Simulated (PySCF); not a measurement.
**C₅H₉N: electronic excitations and core binding energies**

Wanted: the electronic excitations and core binding energies of C₅H₉N (`C=CC/N=C\C`), by calculation.

Computed with PySCF 2.14.0, with density-fitted response routines of our own, on a single molecule in the gas phase. Atoms are numbered from 0 throughout.

### 1 Starting geometry

15 atoms, charge 0, multiplicity 1; geometry from: GFN2-xTB.

Bonds of the start (Å): C0–C1 1.32, C1–C2 1.50, C2–N3 1.44, N3–C4 1.25, C4–C5 1.50, C0–H6 1.08, C0–H7 1.08, C1–H8 1.08, C2–H9 1.10, C2–H10 1.10, C4–H11 1.09, C5–H12 1.09, C5–H13 1.09, C5–H14 1.09.

### 2 TDDFT and polarisability: B3LYP/def2-SVPD

The job: settings as JSON, then the geometry in Å.

```
{"job": {"kind": "uv", "xc": "B3LYP", "basis": "def2-SVPD", "nstates": 8, "ntriplets": 3}, "charge": 0, "multiplicity": 1}
C      2.699705     0.875036    -0.016385
C      1.899035    -0.118363     0.316706
C      0.537288    -0.339560    -0.268945
N     -0.361106    -0.762729     0.772887
C     -1.600729    -0.585907     0.696028
C     -2.379712     0.055018    -0.416495
H      3.674691     0.993428     0.424276
H      2.418000     1.610934    -0.753013
H      2.184145    -0.846624     1.062036
H      0.198413     0.559102    -0.802188
H      0.601619    -1.157712    -1.000881
H     -2.174998    -0.944312     1.544358
H     -2.147485     1.119592    -0.464228
H     -3.447450    -0.062031    -0.259293
H     -2.105832    -0.387882    -1.373740
```

Level: TDDFT B3LYP/def2-SVPD, vertical, gas phase, core orbitals frozen in the response.

Launch:

```bash
$ OMP_NUM_THREADS=1 python probes_run.py task.json out
```

One launch serves the whole session: the jobs run in the order shown.

The program printed:

```text
coarse grid: 12072 points
cycle   1  E = -250.3832604535  dE =  5.512e-01  |g| = 4.415e-01  |ddm| = 6.615e+00
cycle   2  E = -250.3452786387  dE =  3.798e-02  |g| = 6.063e-01  |ddm| = 3.088e+00
cycle   3  E = -250.4321969681  dE = -8.692e-02  |g| = 1.566e-01  |ddm| = 2.088e+00
cycle   4  E = -250.4374927209  dE = -5.296e-03  |g| = 3.641e-02  |ddm| = 3.266e-01
cycle   5  E = -250.4377837228  dE = -2.910e-04  |g| = 1.145e-02  |ddm| = 8.713e-02
cycle   6  E = -250.4378121839  dE = -2.846e-05  |g| = 4.940e-03  |ddm| = 2.180e-02
cycle   7  E = -250.4378184668  dE = -6.283e-06  |g| = 4.396e-04  |ddm| = 7.727e-03
final grid: 115384 points
cycle   8  E = -250.4848788778  dE = -4.614e-05  |g| = 5.149e-03  |ddm| = 1.309e-01
cycle   9  E = -250.4848766898  dE =  2.188e-06  |g| = 5.951e-03  |ddm| = 2.373e-02
cycle  10  E = -250.4848859627  dE = -9.273e-06  |g| = 1.035e-03  |ddm| = 1.231e-02
cycle  11  E = -250.4848862059  dE = -2.432e-07  |g| = 2.451e-04  |ddm| = 2.234e-03
cycle  12  E = -250.4848862189  dE = -1.305e-08  |g| = 6.924e-05  |ddm| = 6.190e-04
cycle  13  E = -250.4848862199  dE = -1.008e-09  |g| = 2.727e-05  |ddm| = 2.295e-04
cycle  14  E = -250.4848862201  dE = -1.690e-10  |g| = 5.992e-06  |ddm| = 4.980e-05
converged SCF energy = -250.4848862201

Static polarisability (au): isotropic 70.925, principal 53.666 64.669 94.440

Singlet excitations
state   eV       nm        f      main configurations
  1   4.8437    256.0   0.00200   H->L 0.96
  2   6.0349    205.4   0.00090   H->L+1 0.93
  3   6.0483    205.0   0.00404   H-1->L 0.91
  4   6.3277    195.9   0.02247   H->L+2 0.98
  5   6.8861    180.0   0.00436   H-1->L+2 0.89, H-1->L+3 0.08
  6   7.0760    175.2   0.01642   H->L+3 0.49, H->L+4 0.44
  7   7.1749    172.8   0.03583   H-1->L+1 0.27, H-2->L 0.27, H-2->L+1 0.25
  8   7.2916    170.0   0.05422   H->L+3 0.45, H->L+4 0.39

Triplet excitations (Tamm-Dancoff, eV): 4.1134 4.5351 4.8892
```

It took 99 s on 1 thread of Intel Xeon at 2.50GHz, shared host; peak memory 0.69 GiB.

Frontier orbitals and where they lie:

| orbital | eV | atoms |
| --- | --- | --- |
| HOMO−3 | -9.52 | C1 24 %, C0 19 %, C2 16 % |
| HOMO−2 | -8.19 | N3 37 %, C4 26 %, C2 8 % |
| HOMO−1 | -7.24 | C0 38 %, C1 34 %, C2 8 % |
| HOMO | -6.79 | N3 58 %, C4 12 %, C2 11 % |
| LUMO | -0.45 | C4 30 %, N3 29 %, C5 8 % |
| LUMO+1 | 0.26 | C1 31 %, C0 30 %, H7 6 % |
| LUMO+2 | 0.41 | C5 26 %, C4 12 %, H13 10 % |

With each of the 8 states as a Gaussian band of 0.4 eV half-width at 1/e, the curve within the window shown has maxima at 256 nm (ε 81), 195 nm (ε 1,100), 172 nm (ε 4,200) L/(mol cm). Beyond the last state computed it falls off for lack of states. The curve at chosen wavelengths:

nm, ε (L/mol/cm) and a bar:
```
      163       1875 #############
      168       3711 ###########################
      173       4162 ##############################
      178       2995 ######################
      183       1695 ############
      189       1110 ########
      194       1102 ########
      199       1036 #######
      204        801 ######
      209        510 ####
      214        276 ##
      219        131 #
      224         58 
      230         29 
      235         32 
      240         45 
      245         62 
      250         75 
      255         81 #
      260         78 
      265         68 
      271         51 
      276         37 
      281         25 
      286         16 
      291          9
```

Ground-state properties from the same run:

| property | computed |
| --- | --- |
| dipole moment (D) | 2.09 |
| polarisability (Å³) | 10.51 |
| HOMO–LUMO gap (eV) | 6.34 |
| −ε(HOMO) (eV) | 6.79 |

### 3 Core holes by ΔSCF: SCAN, X2C

The job, as its differences from that of step 2:

```diff
@@ -1,2 +1,2 @@
-{"job": {"kind": "uv", "xc": "B3LYP", "basis": "def2-SVPD", "nstates": 8, "ntriplets": 3}, "charge": 0, "multiplicity": 1}
+{"job": {"kind": "xps"}, "charge": 0, "multiplicity": 1}
 C      2.699705     0.875036    -0.016385
```

Method: delta-SCF UKS SCAN, pcX-2 on the ionised atom, pcseg-1 elsewhere, spin-free X2C.

The program printed:

```text
ground state, core basis on atom 0 (C), 160 functions
  cycle   1  E = -250.51155034  |g| = 5.19e-01
  cycle   2  E = -250.45618145  |g| = 6.92e-01
  cycle   3  E = -250.57450776  |g| = 2.09e-01
  cycle   4  E = -250.58453871  |g| = 4.50e-02
  cycle   5  E = -250.58497384  |g| = 1.57e-02
  cycle   6  E = -250.58502276  |g| = 8.48e-03
  cycle   7  E = -250.58504160  |g| = 1.10e-03
  cycle   8  E = -250.58504099  |g| = 5.88e-04
  cycle   9  E = -250.58504259  |g| = 1.11e-04
  E(ground) = -250.59783829 Eh
hole in C 1s of atom 0
  cycle   1  E = -239.35533068  |g| = 1.50e+00
  cycle   2  E = -237.55104312  |g| = 2.07e+00
  cycle   3  E = -239.55772303  |g| = 8.47e-01
  cycle   4  E = -239.86356820  |g| = 3.62e-01
  cycle   5  E = -239.90364326  |g| = 2.30e-01
  cycle   6  E = -239.92437911  |g| = 9.42e-02
  cycle   7  E = -239.92842669  |g| = 2.26e-02
  cycle   8  E = -239.92868617  |g| = 7.66e-03
  cycle   9  E = -239.92872740  |g| = 2.29e-03
  cycle  10  E = -239.92873410  |g| = 1.34e-03
  cycle  11  E = -239.92873665  |g| = 8.03e-04
  cycle  12  E = -239.92873681  |g| = 2.55e-04
  E(ion) = -239.94086482 Eh   <S^2> = 0.7823   hole on atom = 1.000   binding energy = 289.991 eV
ground state, core basis on atom 1 (C), 160 functions
  cycle   1  E = -250.58558429  |g| = 6.32e-02
  cycle   2  E = -250.58474982  |g| = 6.43e-02
  cycle   3  E = -250.58546307  |g| = 3.78e-02
  cycle   4  E = -250.58581570  |g| = 1.15e-02
  cycle   5  E = -250.58584831  |g| = 2.25e-03
  cycle   6  E = -250.58584880  |g| = 3.81e-04
  E(ground) = -250.59872440 Eh
hole in C 1s of atom 1
  cycle   1  E = -239.34389138  |g| = 1.51e+00
  cycle   2  E = -237.25127631  |g| = 2.20e+00
  cycle   3  E = -239.54830422  |g| = 7.88e-01
  cycle   4  E = -239.82799805  |g| = 4.35e-01
  cycle   5  E = -239.89224687  |g| = 2.29e-01
  cycle   6  E = -239.91364353  |g| = 9.81e-02
  cycle   7  E = -239.91808499  |g| = 2.69e-02
  cycle   8  E = -239.91846890  |g| = 1.08e-02
  cycle   9  E = -239.91858432  |g| = 5.29e-03
  cycle  10  E = -239.91863803  |g| = 3.85e-03
  cycle  11  E = -239.91867773  |g| = 2.40e-03
  cycle  12  E = -239.91870083  |g| = 1.19e-03
  cycle  13  E = -239.91870524  |g| = 6.95e-04
  cycle  14  E = -239.91870690  |g| = 3.39e-04
  E(ion) = -239.93069022 Eh   <S^2> = 0.8202   hole on atom = 1.000   binding energy = 290.292 eV
ground state, core basis on atom 2 (C), 160 functions
  cycle   1  E = -250.58501472  |g| = 5.96e-02
  cycle   2  E = -250.58474240  |g| = 3.92e-02
  cycle   3  E = -250.58467536  |g| = 4.18e-02
  cycle   4  E = -250.58511958  |g| = 1.02e-02
  cycle   5  E = -250.58514449  |g| = 2.06e-03
  cycle   6  E = -250.58514537  |g| = 4.38e-04
  E(ground) = -250.59727559 Eh
hole in C 1s of atom 2
  cycle   1  E = -239.31379016  |g| = 1.51e+00
  cycle   2  E = -238.17853866  |g| = 2.11e+00
  cycle   3  E = -239.73118117  |g| = 5.51e-01
  cycle   4  E = -239.77023004  |g| = 4.64e-01
  cycle   5  E = -239.87692355  |g| = 8.29e-02
  cycle   6  E = -239.87934297  |g| = 3.20e-02
  cycle   7  E = -239.87980032  |g| = 1.36e-02
  cycle   8  E = -239.87987954  |g| = 8.01e-03
  cycle   9  E = -239.87992134  |g| = 2.42e-03
  cycle  10  E = -239.87993170  |g| = 1.69e-03
  cycle  11  E = -239.87993823  |g| = 1.02e-03
  cycle  12  E = -239.87994192  |g| = 7.47e-04
  cycle  13  E = -239.87994579  |g| = 5.17e-04
  cycle  14  E = -239.87994900  |g| = 2.58e-04
  E(ion) = -239.89079172 Eh   <S^2> = 0.7747   hole on atom = 1.000   binding energy = 291.338 eV
ground state, core basis on atom 3 (N), 160 functions
  cycle   1  E = -250.59685717  |g| = 7.42e-02
  cycle   2  E = -250.59675117  |g| = 2.95e-02
  cycle   3  E = -250.59643830  |g| = 4.78e-02
  cycle   4  E = -250.59691753  |g| = 8.55e-03
  cycle   5  E = -250.59693791  |g| = 9.45e-04
  cycle   6  E = -250.59693815  |g| = 4.61e-04
  E(ground) = -250.60849076 Eh
hole in N 1s of atom 3
  cycle   1  E = -235.02300882  |g| = 1.86e+00
  cycle   2  E = -232.77604568  |g| = 2.48e+00
  cycle   3  E = -234.72955817  |g| = 1.29e+00
  cycle   4  E = -235.70109323  |g| = 3.23e-01
  cycle   5  E = -235.72141898  |g| = 2.02e-01
  cycle   6  E = -235.73962654  |g| = 3.82e-02
  cycle   7  E = -235.74023323  |g| = 1.74e-02
  cycle   8  E = -235.74037015  |g| = 9.23e-03
  cycle   9  E = -235.74041584  |g| = 3.41e-03
  cycle  10  E = -235.74042504  |g| = 1.74e-03
  cycle  11  E = -235.74042716  |g| = 7.26e-04
  cycle  12  E = -235.74042822  |g| = 3.51e-04
  E(ion) = -235.75066478 Eh   <S^2> = 0.7799   hole on atom = 1.000   binding energy = 404.302 eV
ground state, core basis on atom 4 (C), 160 functions
  cycle   1  E = -250.58683425  |g| = 5.80e-02
  cycle   2  E = -250.58664775  |g| = 3.46e-02
  cycle   3  E = -250.58641315  |g| = 4.67e-02
  cycle   4  E = -250.58690356  |g| = 6.49e-03
  cycle   5  E = -250.58691528  |g| = 1.24e-03
  cycle   6  E = -250.58691601  |g| = 4.29e-04
  E(ground) = -250.59974124 Eh
hole in C 1s of atom 4
  cycle   1  E = -239.30444030  |g| = 1.51e+00
  cycle   2  E = -237.14929660  |g| = 2.28e+00
  cycle   3  E = -239.51417284  |g| = 8.10e-01
  cycle   4  E = -239.77245029  |g| = 4.79e-01
  cycle   5  E = -239.83862174  |g| = 2.79e-01
  cycle   6  E = -239.87272525  |g| = 7.58e-02
  cycle   7  E = -239.87531295  |g| = 3.20e-02
  cycle   8  E = -239.87585653  |g| = 1.36e-02
  cycle   9  E = -239.87605155  |g| = 5.97e-03
  cycle  10  E = -239.87613710  |g| = 4.43e-03
  cycle  11  E = -239.87618539  |g| = 2.49e-03
  cycle  12  E = -239.87620341  |g| = 1.28e-03
  cycle  13  E = -239.87620558  |g| = 6.02e-04
  cycle  14  E = -239.87620640  |g| = 3.02e-04
  E(ion) = -239.88787154 Eh   <S^2> = 0.8271   hole on atom = 1.000   binding energy = 291.485 eV
ground state, core basis on atom 5 (C), 160 functions
  cycle   1  E = -250.58297633  |g| = 5.96e-02
  cycle   2  E = -250.58277688  |g| = 3.71e-02
  cycle   3  E = -250.58273960  |g| = 3.91e-02
  cycle   4  E = -250.58306875  |g| = 1.22e-02
  cycle   5  E = -250.58310526  |g| = 1.05e-03
  cycle   6  E = -250.58310522  |g| = 3.03e-04
  E(ground) = -250.59576052 Eh
hole in C 1s of atom 5
  cycle   1  E = -239.33392743  |g| = 1.50e+00
  cycle   2  E = -237.06898054  |g| = 2.44e+00
  cycle   3  E = -239.60423202  |g| = 7.13e-01
  cycle   4  E = -239.70948191  |g| = 6.14e-01
  cycle   5  E = -239.87729148  |g| = 1.62e-01
  cycle   6  E = -239.88952182  |g| = 6.02e-02
  cycle   7  E = -239.89107454  |g| = 2.57e-02
  cycle   8  E = -239.89141258  |g| = 8.93e-03
  cycle   9  E = -239.89145388  |g| = 2.44e-03
  cycle  10  E = -239.89145892  |g| = 1.25e-03
  cycle  11  E = -239.89146084  |g| = 5.74e-04
  cycle  12  E = -239.89146124  |g| = 3.75e-04
  E(ion) = -239.90303215 Eh   <S^2> = 0.7669   hole on atom = 1.000   binding energy = 290.964 eV
```

Wall time 3.6 min (1 thread of Intel Xeon at 2.50GHz, shared host); peak memory 0.58 GiB.

The holes in one table. −ε is the ground-state orbital energy:

| hole | stands for | environment | ΔSCF (eV) | −ε (eV) | ⟨S²⟩ |
| --- | --- | --- | --- | --- | --- |
| C1s on C0 | C0 | terminal =CH2 carbon | 289.99 | 273.2 | 0.782 |
| C1s on C1 | C1 | alkene CH | 290.29 | 273.6 | 0.820 |
| C1s on C2 | C2 | allylic sp3 CH2 bonded to N | 291.34 | 274.4 | 0.775 |
| N1s on N3 | N3 | imine nitrogen | 404.30 | 385.6 | 0.780 |
| C1s on C4 | C4 | C=N carbon | 291.48 | 274.7 | 0.827 |
| C1s on C5 | C5 | methyl carbon | 290.96 | 273.8 | 0.767 |

### 4 Outcome

```
                                quantity                                                     value
        lowest singlet (B3LYP/def2-SVPD)                               4.84 eV (256 nm), f = 0.002
brightest single state of those computed                               state 8, 7.29 eV, f = 0.054
                          lowest triplet                                                   4.11 eV
        C1s binding energies, SCAN/pcX-2  C4 291.48, C2 291.34, C5 290.96, C1 290.29, C0 289.99 eV
        N1s binding energies, SCAN/pcX-2                                              N3 404.30 eV
```

What this shows: The lowest singlet, at 4.84 eV, is HOMO→LUMO 0.96 and is weak; of the 8 states computed, the strongest absorption comes from state 8 at 7.29 eV (the last computed, so partners may be missing). The lowest triplet lies 0.73 eV below the lowest singlet (triplets in Tamm-Dancoff, singlets in full TDDFT). States above −ε(HOMO) lie where TDDFT describes them poorly and they hang on the basis; the brightest is among them. C4 (C=N carbon) binds its C1s electron 1.49 eV more tightly than C0 (terminal =CH2 carbon).
